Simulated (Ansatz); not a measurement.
Basis-set extrapolation for AlH₅NP (`N[PH][AlH2]`) (PBE0-D4/def2-TZVP geometry, frozen core, Ansatz 0.2.0). Multiplicity 1, RHF reference.

```json
{"": "HF", "def2-TZVPP": "-640.051907", "def2-QZVPP": "-640.072004"}
{"": "MP2 correlation", "def2-TZVPP": "-0.451228", "def2-QZVPP": "-0.485597"}
{"": "CCSD(T) correlation", "def2-TZVPP": "-0.512514", "def2-QZVPP": "not run"}
```

Energies in hartree. Use E(X) = E(∞) + A·exp(−7.88·√X) for Hartree–Fock and E(X) = E(∞) + B·X^(−2.97) for correlation, with X = 3 and 4, and add CCSD(T) minus MP2 of the smaller set to the MP2 limit.

Task: What is the CCSD(T) energy at the basis-set limit?

Result: HF limit: -640.072004 + (-0.020097) × 0.13774 = -640.07477. MP2 limit: -0.485597 + (-0.034369) × 0.74074 = -0.51106. Higher-order term: -0.512514 − (-0.451228) = -0.06129. Total: -640.64712 hartree, 217.1 kJ/mol below CCSD(T)/def2-TZVPP.
